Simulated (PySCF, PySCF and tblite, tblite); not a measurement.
# C4H6FN: a path driven as rotation about a bond, and NMR exchange

Aim: the barrier and rate of rotation about a bond in C4H6FN (`[H]/N=C(/C)C(=C)F`), and what it does to NMR lines.

Programs: PySCF 2.14.0 with density-fitted response routines of our own, and tblite 0.8.0. All values are computed, except where a source is named. Atoms count from 0 throughout.

### Step 1. The starting structure

12 atoms, charge 0, multiplicity 1; geometry from: force field or distance geometry start.

Bonds of the start (Å): C0–C1 1.32, C0–H6 1.09, C0–H7 1.09, C1–C3 1.49, C1–F2 1.37, C3–C4 1.52, C3–N5 1.29, C4–H10 1.08, C4–H8 1.10, C4–H9 1.09, N5–H11 1.02.

### Step 2. GFN2-xTB relaxation, start minimum

The job: settings as JSON, then the geometry in Å.

```
{"job": {"xc": "GFN2-xTB", "basis": "xTB", "kind": "relax"}, "charge": 0, "multiplicity": 1}
C     -2.010500     0.020800     0.002200
C     -0.793800    -0.368700     0.325500
F     -0.597400    -1.197000     1.393400
C      0.455100     0.096300    -0.348700
C      1.732200     0.033500     0.468000
N      0.519700     0.503900    -1.567400
H     -2.208200     0.722700    -0.808400
H     -2.865200    -0.335700     0.570600
H      2.351300     0.910200     0.237800
H      2.284800    -0.867500     0.191900
H      1.525400     0.019000     1.532600
H     -0.392300     0.461800    -2.023600
```

Launch:

```console
$ OMP_NUM_THREADS=1 python ens_run.py task.json out
```

The driver reads the study from task.json and runs its stages one after another.

Log:

```text
step      E/eV     max force
  0    -522.91216    1.860
  1    -522.94569    1.416
  2    -522.96739    0.236
  3    -522.97216    0.193
  4    -522.97357    0.162
  5    -522.97420    0.080
  6    -522.97508    0.116
  7    -522.97598    0.120
  8    -522.97640    0.059
  9    -522.97673    0.056
 10    -522.97708    0.087
 11    -522.97761    0.129
 12    -522.97823    0.118
 13    -522.97878    0.062
 14    -522.97918    0.062
 15    -522.97956    0.075
 16    -522.98007    0.112
 17    -522.98079    0.123
 18    -522.98175    0.102
 19    -522.98308    0.102
 20    -522.98500    0.131
 21    -522.98771    0.189
 22    -522.99081    0.222
 23    -522.99371    0.190
 24    -522.99611    0.158
 25    -522.99722    0.202
 26    -522.99931    0.130
 27    -523.00067    0.097
 28    -523.00251    0.107
 29    -523.00440    0.142
 30    -523.00705    0.150
 31    -523.00953    0.129
 32    -523.01156    0.132
 33    -523.01081    0.279
 34    -523.01452    0.137
 35    -523.01579    0.118
 36    -523.01847    0.089
 37    -523.01918    0.083
 38    -523.02090    0.077
 39    -523.02144    0.058
 40    -523.02182    0.052
 41    -523.02225    0.061
 42    -523.02279    0.063
 43    -523.02332    0.066
 44    -523.02379    0.079
 45    -523.02415    0.051
 46    -523.02438    0.035
 47    -523.02453    0.036
 48    -523.02464    0.035
 49    -523.02474    0.029
 50    -523.02482    0.022
 51    -523.02488    0.018
 52    -523.02493    0.027
 53    -523.02500    0.029
 54    -523.02506    0.022
 55    -523.02510    0.013
 56    -523.02512    0.011
 57    -523.02513    0.009
 58    -523.02515    0.011
 59    -523.02517    0.011
 60    -523.02518    0.007
 61    -523.02518    0.007
 62    -523.02519    0.006
 63    -523.02520    0.009
 64    -523.02522    0.013
 65    -523.02525    0.016
 66    -523.02529    0.018
 67    -523.02534    0.021
 68    -523.02538    0.019
 69    -523.02543    0.020
 70    -523.02550    0.024
 71    -523.02559    0.025
 72    -523.02567    0.024
 73    -523.02574    0.026
 74    -523.02582    0.024
 75    -523.02593    0.024
 76    -523.02609    0.025
 77    -523.02622    0.028
 78    -523.02631    0.023
 79    -523.02636    0.028
 80    -523.02642    0.027
 81    -523.02647    0.017
 82    -523.02649    0.009
 83    -523.02649    0.006
 84    -523.02650    0.006
 85    -523.02650    0.005
 86    -523.02651    0.005
 87    -523.02651    0.005
 88    -523.02651    0.004
 89    -523.02651    0.003
 90    -523.02651    0.003
```

Wall time 0.25 s (1 thread of Arm Neoverse V2, shared host).

The energy fell by 0.114 eV, and the atoms moved 0.40 Å (root mean square).

### Step 3. Relaxed scan, rotation

The job: settings as JSON, then the geometry in Å.

```
{"job": {"xc": "GFN2-xTB", "basis": "xTB", "coordinate": [["t", [0, 1, 3, 4], 0.25], ["t", [0, 1, 3, 5], 0.25], ["t", [2, 1, 3, 4], 0.25], ["t", [2, 1, 3, 5], 0.25]], "kind": "drive"}, "charge": 0, "multiplicity": 1}
C     -2.018175    -0.182092    -0.076923
C     -0.768335    -0.286956     0.355686
F     -0.542142    -0.922303     1.529760
C      0.457265     0.219639    -0.303049
C      1.736969    -0.045124     0.420356
N      0.490169     0.841210    -1.400364
H     -2.252443     0.312142    -1.001143
H     -2.837401    -0.590046     0.487570
H      2.564292     0.367213    -0.147692
H      1.874489    -1.117522     0.551195
H      1.703954     0.407470     1.410401
H     -0.407443     0.995685    -1.851823
```

Log:

```text
point  coordinate     E/eV
  0     14.900     -523.02264
  1     29.800     -523.00659
  2     44.600     -522.97302
  3     59.600     -522.92674
  4     74.700     -522.88425
  5     90.000     -522.86189
  6    105.200     -522.86795
  7    120.300     -522.89639
  8    135.300     -522.93064
  9    150.300     -522.97816
 10    165.200     -523.00845
 11    180.000     -523.01954
```

It took 1.3 s on 1 thread of Arm Neoverse V2, shared host.

The highest point is number 5, 3.7 kcal/mol above the first.

### Step 4. Nudged elastic band, leg 1

The job, as its differences from that of step 3:

```diff
@@ -1,2 +1,2 @@
-{"job": {"xc": "GFN2-xTB", "basis": "xTB", "coordinate": [["t", [0, 1, 3, 4], 0.25], ["t", [0, 1, 3, 5], 0.25], ["t", [2, 1, 3, 4], 0.25], ["t", [2, 1, 3, 5], 0.25]], "kind": "drive"}, "charge": 0, "multiplicity": 1}
+{"job": {"xc": "GFN2-xTB", "basis": "xTB", "kind": "neb"}, "charge": 0, "multiplicity": 1}
 C     -2.018175    -0.182092    -0.076923
```

Log:

```text
image   E - E0 / eV
  0       0.0000
  1       0.0258
  2       0.1174
  3       0.1671
  4       0.1130
  5       0.0468
  6       0.0065
```

Run time: 0.67 s. Hardware: 1 thread of Arm Neoverse V2, shared host.

The highest point is number 3, 3.9 kcal/mol above the first.

### Step 5. Saddle search, leg 1

The job: settings as JSON, then the geometry in Å.

```
{"job": {"xc": "GFN2-xTB", "basis": "xTB", "kind": "saddle"}, "charge": 0, "multiplicity": 1}
C     -1.744889    -0.754901    -0.038044
C     -0.882709     0.142817     0.399122
F     -1.171417     0.888353     1.495395
C      0.433084     0.506725    -0.218267
C      1.591555    -0.352465     0.168904
N      0.599687     1.482064    -0.992363
H     -1.536526    -1.327960    -0.922230
H     -2.677062    -0.930839     0.469104
H      2.467961    -0.064538    -0.403871
H      1.359387    -1.402019     0.000288
H      1.794109    -0.220583     1.231839
H     -0.233180     2.033346    -1.189878
```

Log:

```text
step      E/eV     max force
  0    -522.85939   0.0480
  1    -522.86132   0.1159
  2    -522.86154   0.0331
  3    -522.86152   0.0885
  4    -522.86179   0.0180
  5    -522.86183   0.0241
  6    -522.86186   0.0010
lowest wavenumbers (cm-1): -68.0 147.2 197.2 204.9 327.3 454.9
```

It took 1 s on 1 thread of Arm Neoverse V2, shared host.

Point group C1; 1 imaginary mode, 68i cm⁻¹, carried by F2, N5, C4, C0. Steps downhill from it reached both ends.

### Step 6. Shieldings, start: PBE0/pcSseg-1

The job: settings as JSON, then the geometry in Å.

```
{"job": {"kind": "nmr", "xc": "PBE0", "basis": "pcSseg-1", "pop": false}, "charge": 0, "multiplicity": 1}
C     -2.018175    -0.182092    -0.076923
C     -0.768335    -0.286956     0.355686
F     -0.542142    -0.922303     1.529760
C      0.457265     0.219639    -0.303049
C      1.736969    -0.045124     0.420356
N      0.490169     0.841210    -1.400364
H     -2.252443     0.312142    -1.001143
H     -2.837401    -0.590046     0.487570
H      2.564292     0.367213    -0.147692
H      1.874489    -1.117522     0.551195
H      1.703954     0.407470     1.410401
H     -0.407443     0.995685    -1.851823
```

Log:

```text
coarse grid: 10216 points
cycle   1  E = -310.0929903432  dE =  7.758e-01  |g| = 6.085e-01  |ddm| = 3.097e+00
cycle   2  E = -309.9895151323  dE =  1.035e-01  |g| = 9.540e-01  |ddm| = 1.323e+00
cycle   3  E = -310.1633391496  dE = -1.738e-01  |g| = 1.423e-01  |ddm| = 8.860e-01
cycle   4  E = -310.1678681708  dE = -4.529e-03  |g| = 4.785e-02  |ddm| = 1.560e-01
cycle   5  E = -310.1682951600  dE = -4.270e-04  |g| = 1.525e-02  |ddm| = 4.984e-02
cycle   6  E = -310.1683403903  dE = -4.523e-05  |g| = 3.267e-03  |ddm| = 1.453e-02
cycle   7  E = -310.1683423881  dE = -1.998e-06  |g| = 1.030e-03  |ddm| = 3.304e-03
final grid: 99664 points
cycle   8  E = -310.2088526759  dE = -3.271e-05  |g| = 7.424e-03  |ddm| = 2.786e-02
cycle   9  E = -310.2088481548  dE =  4.521e-06  |g| = 9.075e-03  |ddm| = 1.447e-02
cycle  10  E = -310.2088655293  dE = -1.737e-05  |g| = 1.284e-03  |ddm| = 8.004e-03
cycle  11  E = -310.2088658483  dE = -3.190e-07  |g| = 2.763e-04  |ddm| = 1.164e-03
cycle  12  E = -310.2088658607  dE = -1.237e-08  |g| = 1.628e-04  |ddm| = 3.456e-04
cycle  13  E = -310.2088658656  dE = -4.872e-09  |g| = 3.075e-05  |ddm| = 1.344e-04
cycle  14  E = -310.2088658658  dE = -1.831e-10  |g| = 1.072e-05  |ddm| = 3.585e-05
converged SCF energy = -310.2088658658

GIAO shielding tensors (ppm)
atom      isotropic    diamagn.    paramagn.     s11        s22        s33       span
  0 C       87.515     257.885    -170.369    -10.963     97.265    176.243    187.206
  1 C       16.752     252.059    -235.307    -86.313     67.780     68.788    155.101
  2 F      283.958     476.290    -192.331    194.549    302.532    354.794    160.245
  3 C       15.810     253.766    -237.956    -86.793     12.298    121.926    208.719
  4 C      161.141     248.255     -87.114    148.508    149.178    185.738     37.230
  5 N      -71.211     324.309    -395.520   -377.213    -75.811    239.390    616.603
  6 H       26.490      32.692      -6.202     24.516     24.932     30.023      5.507
  7 H       26.502      29.475      -2.973     24.498     24.949     30.060      5.562
  8 H       29.473      28.921       0.552     25.811     27.825     34.783      8.972
  9 H       29.423      29.094       0.329     25.795     28.814     33.660      7.864
 10 H       29.422      29.097       0.325     25.791     28.819     33.655      7.864
 11 H       20.653      34.986     -14.332     12.373     23.426     26.160     13.786
```

It took 7.6 s on 1 thread of Arm Neoverse V2, shared host; peak memory 0.62 GiB.

This run: HOMO -7.71 eV, LUMO -1.52 eV; dipole 1.48 D.

### Step 7. Shieldings, saddle of leg 1: PBE0/pcSseg-1

The job: settings as JSON, then the geometry in Å.

```
{"job": {"kind": "nmr", "xc": "PBE0", "basis": "pcSseg-1", "pop": false}, "charge": 0, "multiplicity": 1}
C     -1.744425    -0.741569    -0.027412
C     -0.876808     0.148340     0.414077
F     -1.147656     0.874284     1.527619
C      0.432084     0.508777    -0.220566
C      1.590524    -0.345998     0.174078
N      0.591854     1.458307    -1.027121
H     -1.534415    -1.313133    -0.911912
H     -2.678833    -0.914730     0.476449
H      2.484631    -0.011463    -0.342742
H      1.382886    -1.385889    -0.072638
H      1.740839    -0.280818     1.250962
H     -0.240680     2.003891    -1.240793
```

Log:

```text
coarse grid: 10216 points
cycle   1  E = -310.0837092538  dE =  7.665e-01  |g| = 6.167e-01  |ddm| = 3.060e+00
cycle   2  E = -309.9720005118  dE =  1.117e-01  |g| = 9.773e-01  |ddm| = 1.205e+00
cycle   3  E = -310.1562973201  dE = -1.843e-01  |g| = 1.469e-01  |ddm| = 8.024e-01
cycle   4  E = -310.1611238470  dE = -4.827e-03  |g| = 4.739e-02  |ddm| = 1.508e-01
cycle   5  E = -310.1615340493  dE = -4.102e-04  |g| = 1.594e-02  |ddm| = 4.552e-02
cycle   6  E = -310.1615843963  dE = -5.035e-05  |g| = 3.096e-03  |ddm| = 1.395e-02
cycle   7  E = -310.1615861826  dE = -1.786e-06  |g| = 8.617e-04  |ddm| = 2.724e-03
final grid: 99664 points
cycle   8  E = -310.2020278757  dE = -3.112e-05  |g| = 7.451e-03  |ddm| = 2.297e-02
cycle   9  E = -310.2020233945  dE =  4.481e-06  |g| = 9.212e-03  |ddm| = 1.321e-02
cycle  10  E = -310.2020406524  dE = -1.726e-05  |g| = 1.202e-03  |ddm| = 7.254e-03
cycle  11  E = -310.2020408849  dE = -2.326e-07  |g| = 1.723e-04  |ddm| = 9.079e-04
cycle  12  E = -310.2020408891  dE = -4.194e-09  |g| = 7.086e-05  |ddm| = 1.667e-04
cycle  13  E = -310.2020408901  dE = -1.010e-09  |g| = 3.152e-05  |ddm| = 6.874e-05
cycle  14  E = -310.2020408903  dE = -1.987e-10  |g| = 8.230e-06  |ddm| = 3.016e-05
converged SCF energy = -310.2020408903

GIAO shielding tensors (ppm)
atom      isotropic    diamagn.    paramagn.     s11        s22        s33       span
  0 C       91.377     258.547    -167.170     -5.349    113.400    166.079    171.428
  1 C       11.828     253.126    -241.298   -107.974     57.029     86.428    194.401
  2 F      263.179     474.956    -211.777    177.867    276.046    335.623    157.756
  3 C       10.898     253.830    -242.932    -96.340      5.428    123.605    219.944
  4 C      155.664     249.180     -93.515    134.841    144.550    187.601     52.760
  5 N      -97.599     321.267    -418.867   -405.272   -100.718    213.193    618.465
  6 H       27.293      32.206      -4.912     24.829     26.411     30.640      5.811
  7 H       26.828      29.656      -2.828     24.179     25.713     30.591      6.412
  8 H       29.379      29.062       0.317     26.255     27.265     34.618      8.364
  9 H       29.420      29.850      -0.430     26.261     28.957     33.041      6.780
 10 H       29.120      28.964       0.156     26.097     28.470     32.794      6.697
 11 H       21.061      32.942     -11.881     11.992     24.855     26.335     14.343
```

Run time: 7.3 s. Hardware: 1 thread of Arm Neoverse V2, shared host; peak memory 0.63 GiB.

In short: HOMO -7.57 eV, LUMO -0.50 eV; dipole 1.72 D.

### Step 8. Shieldings, end: PBE0/pcSseg-1

The job: settings as JSON, then the geometry in Å.

```
{"job": {"kind": "nmr", "xc": "PBE0", "basis": "pcSseg-1", "pop": false}, "charge": 0, "multiplicity": 1}
C     -1.495222    -0.925846     0.388283
C     -0.990348     0.265408     0.100529
F     -1.830775     1.329370     0.042998
C      0.417386     0.624985    -0.179817
C      1.420914    -0.483359    -0.139272
N      0.811226     1.793233    -0.446162
H     -0.875100    -1.798775     0.446556
H     -2.548670    -1.047554     0.571764
H      2.400680    -0.072761    -0.362768
H      1.172048    -1.246001    -0.874075
H      1.437845    -0.942368     0.846860
H      0.085061     2.507416    -0.460434
```

Log:

```text
coarse grid: 10216 points
cycle   1  E = -310.0979296376  dE =  7.670e-01  |g| = 6.024e-01  |ddm| = 3.144e+00
cycle   2  E = -309.9961989698  dE =  1.017e-01  |g| = 9.485e-01  |ddm| = 1.336e+00
cycle   3  E = -310.1675666320  dE = -1.714e-01  |g| = 1.369e-01  |ddm| = 8.861e-01
cycle   4  E = -310.1715976800  dE = -4.031e-03  |g| = 4.719e-02  |ddm| = 1.388e-01
cycle   5  E = -310.1720277416  dE = -4.301e-04  |g| = 1.742e-02  |ddm| = 5.386e-02
cycle   6  E = -310.1720993247  dE = -7.158e-05  |g| = 3.834e-03  |ddm| = 1.846e-02
cycle   7  E = -310.1721022268  dE = -2.902e-06  |g| = 1.567e-03  |ddm| = 3.880e-03
final grid: 99664 points
cycle   8  E = -310.2131105806  dE = -3.958e-05  |g| = 6.811e-03  |ddm| = 2.894e-02
cycle   9  E = -310.2131073797  dE =  3.201e-06  |g| = 7.933e-03  |ddm| = 1.472e-02
cycle  10  E = -310.2131220826  dE = -1.470e-05  |g| = 1.276e-03  |ddm| = 8.008e-03
cycle  11  E = -310.2131224207  dE = -3.381e-07  |g| = 3.244e-04  |ddm| = 1.159e-03
cycle  12  E = -310.2131224414  dE = -2.068e-08  |g| = 1.727e-04  |ddm| = 4.041e-04
cycle  13  E = -310.2131224466  dE = -5.232e-09  |g| = 3.343e-05  |ddm| = 1.408e-04
cycle  14  E = -310.2131224468  dE = -1.910e-10  |g| = 1.330e-05  |ddm| = 3.879e-05
converged SCF energy = -310.2131224468

GIAO shielding tensors (ppm)
atom      isotropic    diamagn.    paramagn.     s11        s22        s33       span
  0 C       85.079     260.069    -174.990     -8.472     97.646    166.064    174.536
  1 C       19.400     252.253    -232.853    -78.735     62.214     74.722    153.457
  2 F      289.394     475.542    -186.147    184.027    298.650    385.506    201.479
  3 C       19.041     255.022    -235.981    -88.495     21.817    123.802    212.297
  4 C      161.884     249.293     -87.409    144.474    152.996    188.181     43.706
  5 N      -84.148     321.550    -405.698   -405.429    -99.366    252.352    657.781
  6 H       26.682      32.990      -6.308     24.864     25.168     30.014      5.150
  7 H       26.396      29.052      -2.656     24.653     24.866     29.669      5.017
  8 H       29.327      28.795       0.531     25.632     27.654     34.694      9.062
  9 H       29.500      30.104      -0.604     26.061     28.859     33.580      7.520
 10 H       29.501      30.117      -0.616     26.063     28.857     33.582      7.519
 11 H       20.256      33.519     -13.263     11.556     22.376     26.837     15.281
```

It took 7.2 s on 1 thread of Arm Neoverse V2, shared host; peak memory 0.63 GiB.

In short: HOMO -7.76 eV, LUMO -1.42 eV; dipole 2.37 D.

### Step 9. The path in numbers

The job: settings as JSON, then the geometry in Å.

```
{"job": {"smiles": "C=C(F)C(C)=N", "charge": 0, "mult": 1, "motion": "rotation", "what": "diene or enone", "atoms": [1, 3], "drives": [{"terms": [["t", [0, 1, 3, 4], 0.25], ["t", [0, 1, 3, 5], 0.25], ["t", [2, 1, 3, 4], 0.25], ["t", [2, 1, 3, 5], 0.25]], "by": 180, "n": 12}], "study": "path", "level": {"kind": "nmr", "xc": "PBE0", "basis": "pcSseg-1"}, "fields": [90, 300, 600], "first": 5, "seed": 23, "kind": "path"}, "charge": 0, "multiplicity": 1}
C     -2.018175    -0.182092    -0.076923
C     -0.768335    -0.286956     0.355686
F     -0.542142    -0.922303     1.529760
C      0.457265     0.219639    -0.303049
C      1.736969    -0.045124     0.420356
N      0.490169     0.841210    -1.400364
H     -2.252443     0.312142    -1.001143
H     -2.837401    -0.590046     0.487570
H      2.564292     0.367213    -0.147692
H      1.874489    -1.117522     0.551195
H      1.703954     0.407470     1.410401
H     -0.407443     0.995685    -1.851823
```

Log:

```text
stationary points (kcal/mol above the start)
  n  kind          group   xTB      DFT    lowest mode
  0  minimum      Cs       0.00     0.00      31.7
  1  saddle       C1       3.80     4.27     -68.0
  2  minimum      Cs       0.15    -2.73      62.3

GFN2-xTB energies: T/K, barrier G, reaction G (kcal/mol), k forward, k back (1/s)
 150.00     3.78     0.39   1.98e+07   7.42e+07
 200.00     3.84     0.42   5.29e+08   1.54e+09
 250.00     3.92     0.45   3.93e+09   9.81e+09
 298.15     4.00     0.48   1.46e+10    3.3e+10
 350.00     4.09     0.51   4.07e+10   8.48e+10
 400.00     4.19     0.54   8.56e+10   1.69e+11
 500.00     4.41     0.59   2.46e+11   4.48e+11

PBE0/pcSseg-1 + D3(BJ) energies: T/K, barrier G, reaction G (kcal/mol), k forward, k back (1/s)
 150.00     4.25    -2.48   3.99e+06        956
 200.00     4.32    -2.45   1.59e+08   3.31e+05
 250.00     4.39    -2.43   1.51e+09   1.14e+07
 298.15     4.47    -2.40   6.54e+09   1.14e+08
 350.00     4.57    -2.37   2.05e+10   6.81e+08
 400.00     4.67    -2.34    4.7e+10   2.47e+09
 500.00     4.89    -2.29   1.52e+11   1.53e+10
```

It took 27 s on 1 thread of Arm Neoverse V2, shared host; peak memory 0.63 GiB. This counts the whole study up to here.

Barriers by level (kcal/mol; entropies in cal/(mol K)). Zero-point and thermal terms come from xTB in every row. ΔG‡ leaves symmetry out; the rate counts equivalent paths (a factor of 2); effective ΔG‡, where given, is the barrier that would give that rate by Eyring's equation alone:

```csv
level,ΔE‡,with zero-point,ΔH‡,ΔS‡,ΔG‡ (298 K),ΔE of reaction,k at 298 K (1/s),effective ΔG‡
GFN2-xTB,3.80,3.62,3.22,-2.6,4.00,0.15,1.5e+10,3.59
PBE0/pcSseg-1 + D3(BJ),4.27,4.09,3.69,-2.6,4.47,-2.73,6.5e+09,4.06
```

Sites that the driver pairs across this motion, and where their lines would merge (no couplings; faster rotations or exchange between molecules can average them sooner):

```csv
nucleus,sites: shielding (ppm),proton frequency (MHz),spread (Hz),coalescence (K),lines at 298 K
19F,F2: 284.0; F2 (end): 289.4,600,3070,not given,–
15N,N5: -71.2; N5 (end): -84.1,600,787,not given,–
13C,C3: 15.8; C3 (end): 19.0,600,488,not given,–
13C,C1: 16.8; C1 (end): 19.4,600,400,not given,–
13C,C0: 87.5; C0 (end): 85.1,600,368,not given,–
1H,H11: 20.65; H11 (end): 20.26,600,238,not given,–
1H,H6: 26.49; H6 (end): 26.68,600,115,not given,–
13C,C4: 161.1; C4 (end): 161.9,600,112,not given,–
```

A dash: the driver gave no coalescence for this row (it judged the minor form too scarce).

Rows that set an atom against itself at the end compare its shielding in the two forms.

### Step 10. What came out

```
                        quantity                             value
barrier (PBE0/pcSseg-1 + D3(BJ))  ΔE‡ 4.3, ΔG‡(298 K) 4.5 kcal/mol
              barrier (GFN2-xTB)                  ΔE‡ 3.8 kcal/mol
                   rate at 298 K                       6.5e+09 s⁻¹
                 end of the path      -2.7 kcal/mol from the start
```

What this shows: The barrier is 4.3 kcal/mol at the DFT level (xTB: 3.8); with thermal terms and the count of paths the DFT value gives a rate of 6.5e+09 s⁻¹ at 298 K. An error of 1.4 kcal/mol changes that rate tenfold.
